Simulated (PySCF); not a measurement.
# LiAl+: from the state search to spectroscopic constants

One table from this session's results is given with a row withheld; the runs are named, their logs left out.

Computed with PySCF 2.14.0. Level: Li pcseg-1, Al pcseg-1, no relativity.

Set-up of the first run:

The job is set up so:

```yaml
atoms: Li, Al
charge: 1
basis: Li pcseg-1, Al pcseg-1
Hamiltonian: no relativity
basis_functions: 27
electrons_treated: 15
masses_in_u: 7.0160, 26.9815
levels: PBE0, PBE, r²SCAN, r²SCANh, TPSS, M06-2X, HF, MP2, SCS-MP2, CCSD, CCSD(T)
grid: 80 radial by 434 angular points
occupations: held fixed by the projection of orbital angular momentum
dissociation_limit: Li+ + Al, each in its ground configuration
starting_distance_in_angstrom: 2.580
values_of_2S_to_try: 1, 3
```

Command:

```
$ OMP_NUM_THREADS=1 python dia.py task.json out
```

Among the steps run: The job; First curve: PBE0; Excited determinants; PBE; r²SCAN (meta-GGA); r²SCANh (hybrid meta-GGA); TPSS (meta-GGA); M06-2X (hybrid meta-GGA); UHF (mean field); Correlated methods on the Hartree–Fock reference.

One table of the session follows, with a row left open; its other results are not shown here.

Energy (eV) from each level's lowest point:

```
R (Å)    UHF  UHF-MP2  UHF-SCS-MP2  UHF-CCSD  UHF-CCSD(T)
2.557  0.175    0.171        0.171       n/a          n/a
2.676  0.078    0.076        0.077     0.076        0.075
2.795  0.024    0.024        0.024     0.024        0.024
2.884  0.005    0.005        0.006     0.005        0.005
2.973  0.000    0.000        0.000     0.000        0.000
3.062  0.005    0.005        0.005     0.005        0.005
3.181      ?        ?            ?         ?            ?
3.330  0.059    0.057        0.056     0.056        0.056
3.508  0.112    0.108        0.107     0.106        0.107
3.746  0.191    0.184        0.182       n/a          n/a
```

Estimate the missing values for R (Å) = 3.181.

Worked estimate for «UHF». A straight line through the neighbours (3.062, 0.005) and (3.330, 0.059) gives 0.005 + (0.059 − 0.005) × (3.181 − 3.062) / (3.330 − 3.062) = 0.029; a parabola fitted to 4 rows on both sides gives 0.025.

**Answer.** UHF: 0.024; UHF-MP2: 0.022; UHF-SCS-MP2: 0.022; UHF-CCSD: 0.022; UHF-CCSD(T): 0.022. In «UHF» the line misses by +0.005 and the parabola by +0.001.
